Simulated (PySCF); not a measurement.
Al(NH3)H3.
Structure used (PBE0-D3(BJ)/def2-SVP), in Å, numbered top down from 1:
```xyz
8
AlH6N angstrom
Al    -0.004    0.004   -1.082
N      0.003   -0.004    0.993
H     -0.945    0.030    1.371
H      0.509    0.800    1.365
H      0.450   -0.844    1.363
H      1.582   -0.027   -1.339
H     -0.771    1.394   -1.329
H     -0.825   -1.353   -1.343
```

Computed, not measured: TDDFT wB97X-D/def2-SVPD, vertical, gas phase, core orbitals frozen in the response in PySCF 2.14.0, density-fitted response routines.

Ground-to-excited transition dipoles (e·a0, same axes as the geometry; the sign carries no meaning), for the states with f of 0.002 or more among the lowest 13:

```
state  E (eV)      μx      μy      μz
   S1   6.379   0.149   0.374   0.003
   S2   6.380   0.373  -0.149   0.000
   S3   7.544   0.203   0.545   0.003
   S4   7.547   0.542  -0.203  -0.002
   S6   8.243  -0.018  -0.011  -0.609
   S7   8.299  -0.105  -0.495   0.020
   S8   8.302   0.497  -0.111  -0.018
   S9   8.501  -0.019  -0.019   0.888
  S10   8.535   0.359   1.336   0.020
  S11   8.536   1.337  -0.359   0.007
  S12   9.061  -0.594   0.179   0.085
  S13   9.061  -0.205  -0.608  -0.021
```

Q: Work out the oscillator strengths.

A: f = (2/3) ΔE |μ|² with ΔE in hartree (27.2114 eV).

| state | \|μ\|² (au) | \|μ\| (D) | f |
| --- | --- | --- | --- |
| S1 | 0.162 | 1.02 | 0.025 |
| S2 | 0.161 | 1.02 | 0.025 |
| S3 | 0.338 | 1.48 | 0.062 |
| S4 | 0.335 | 1.47 | 0.062 |
| S6 | 0.371 | 1.55 | 0.075 |
| S7 | 0.256 | 1.29 | 0.052 |
| S8 | 0.260 | 1.30 | 0.053 |
| S9 | 0.790 | 2.26 | 0.165 |
| S10 | 1.914 | 3.52 | 0.400 |
| S11 | 1.916 | 3.52 | 0.401 |
| S12 | 0.392 | 1.59 | 0.087 |
| S13 | 0.412 | 1.63 | 0.091 |

Q: What angle do the transition dipoles of S6 and S9 make?

A: |cos θ| = |μa·μb| / (|μa| |μb|) = 1.00, so θ ≈ 4° (taken between 0 and 90°, since the signs are arbitrary).

Q: How is the summed strength of these states shared among x, y and z?

A: (2/3) Σ ΔE μα² gives 0.629 for x, 0.629 for y and 0.241 for z, 1.499 in all.

Q: What peak molar absorption coefficient would the strongest computed level give as a lone Gaussian band 0.5 eV wide at half height?

A: ε(max) = 2.175×10⁸ f / FWHM, with the width in cm⁻¹. S10/S11 (f summed): 2.175×10⁸ × 0.8008 / 4033 ≈ 43000 L mol⁻¹ cm⁻¹.

S1/S2, S3/S4, S7/S8, S10/S11 and S12/S13 coincide within about 0.01 eV; within a degenerate level the directions of the single components are arbitrary.

Without π bonds the low states may be Rydberg-like; a valence basis with one diffuse set may place them up to an eV too high.
